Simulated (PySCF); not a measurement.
**Frontier levels across methods**

Species: CH3O3S (charge -1).
Atom-mapped SMILES: `[CH3:1][S:2](=[O:3])(=[O:4])[O-:5]` (hydrogens: H6, H7, H8 on C1)

Cartesian coordinates in Å at the PBE0-D3(BJ)/def2-SVP level; atoms count from 1:
```
atom  x, y, z in Å
C1    -0.8810   -0.1094    0.0531
S2     0.9165    0.0930   -0.0861
O3     1.2741   -0.7253   -1.2667
O4     1.0995    1.5495   -0.2742
O5     1.4322   -0.4260    1.2008
H6    -1.1015   -1.1767    0.1951
H7    -1.2349    0.4712    0.9165
H8    -1.3485    0.2569   -0.8714
```

Basis pcSseg-2 throughout (PySCF), one geometry. Geometry: PBE0-D3(BJ)/def2-SVP; no solvent, vibrations or thermal averaging. The geometry's basis has no diffuse functions.

Task: How do the orbital energies and the gap change with the method?

Result: 
| method | kind | HOMO (eV) | LUMO (eV) | gap (eV) | SCF cycles |
| --- | --- | --- | --- | --- | --- |
| OPBE | GGA | -0.44 | 3.99 | 4.42 | 17 |
| BLYP | GGA | -0.47 | 3.86 | 4.33 | 16 |
| PBE | GGA | -0.56 | 3.89 | 4.45 | 17 |
| B97-D | GGA | -0.57 | 4.02 | 4.59 | 17 |
| KT3 | GGA | -0.64 | 3.72 | 4.36 | 17 |
| BP86 | GGA | -0.69 | 4.05 | 4.73 | 16 |
| KT2 | GGA | -0.70 | 3.94 | 4.64 | 17 |
| LDA | LDA | -0.81 | 3.83 | 4.64 | 16 |
| B97-2 | global hybrid | -1.88 | 4.56 | 6.44 | 14 |
| B3LYP | global hybrid | -1.94 | 4.21 | 6.15 | 14 |
| PBE0 | global hybrid | -2.19 | 4.52 | 6.71 | 14 |
| mPW1PW91 | global hybrid | -2.21 | 4.51 | 6.72 | 14 |
| CAM-B3LYP | range-separated hybrid | -3.68 | 5.11 | 8.79 | 12 |
| BHandHLYP | global hybrid | -3.79 | 4.93 | 8.72 | 12 |
| wB97X-D | range-separated hybrid | -4.11 | 6.16 | 10.27 | 13 |
| LC-wPBE | range-separated hybrid | -4.98 | 6.23 | 11.21 | 13 |
| HF | Hartree–Fock | -6.38 | 6.41 | 12.79 | 10 |

The HOMO spans 5.95 eV, from OPBE down to HF, and the gap runs from 4.33 eV (BLYP) to 12.79 eV (HF). Over the methods OPBE (0 %), BLYP (0 %), PBE (0 %), B97-D (0 %), KT3 (0 %), BP86 (0 %), KT2 (0 %), LDA (0 %), B97-2 (21 %), B3LYP (20 %), PBE0 (25 %), mPW1PW91 (25 %), BHandHLYP (50 %), HF (100 %), a straight line through the gap against the share of exact exchange rises by 0.83 eV for each 10 % (correlation coefficient 0.999).
